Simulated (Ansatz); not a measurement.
Coupled-cluster diagnostics for Na3 (the lowest doublet isomer of a short search), Ansatz.

Geometry of the doublet (B3LYP/def2-TZVP):

```xyz
3

Na    0.220    1.949    1.500
Na    1.342   -0.321   -0.496
Na   -1.562   -1.629   -1.004
```

Correlated methods freeze 3 core orbitals; core or outer-core shells of Na are correlated, in sets that lack core-valence functions. In the quartet geometry the species has come apart into loosely held pieces. The structure comes from a short search, and lower isomers may exist.

Geometry of the charge 0 quartet (B3LYP/def2-TZVP):

```
atom   x (Å)   y (Å)   z (Å)
 Na1  -1.090  -3.087  -0.186
 Na2  -1.467   2.343  -1.727
 Na3   2.556   0.743   1.913
```

(1) Estimate the CCSD(T) correlation energy, the shares of MP2 and (T), T1 and the reference's ⟨S²⟩ for: charge 0, doublet, own geometry in def2-TZVPP; charge 0, doublet, own geometry in def2-TZVPD; charge 0, quartet, own geometry in def2-TZVPP; charge 1, singlet, vertical in def2-TZVPP; charge -1, singlet, vertical in def2-TZVPD; and the rough time on 2 threads of Arm Neoverse V1 on a shared host.

Results:

(1) 
| state | basis | correlation (eV) | MP2 share (%) | (T) share (%) | T1 | ⟨S²⟩ (pure) | wall time | remarks |
| --- | --- | --- | --- | --- | --- | --- | --- | --- |
| charge 0, doublet, own geometry | def2-TZVPP | -14.884 | 93.7 | 1.5 | 0.027 | 0.94 (0.75) | 12 s | spin-contaminated |
| charge 0, doublet, own geometry | def2-TZVPD | -14.899 | 93.7 | 1.5 | 0.027 | 0.94 (0.75) | 16 s | spin-contaminated |
| charge 0, quartet, own geometry | def2-TZVPP | -14.045 | 95.5 | 1.3 | 0.008 | 3.75 (3.75) | 10 s | – |
| charge 1, singlet, vertical | def2-TZVPP | -14.710 | 94.3 | 1.5 | 0.010 | 0.00 (0.00) | 3 s | restricted SCF unstable |
| charge -1, singlet, vertical | def2-TZVPD | -15.712 | 93.1 | 1.9 | 0.019 | 0.00 (0.00) | 6 s | restricted SCF unstable |
Customary marks for T1 are 0.02 (closed shells), 0.045 (open shells) and about 0.05 (3d metals). T1 exceeds 0.02 in 2 of 5 rows and 0.045 in 0; the higher it lies, the less the single-reference result can be trusted.
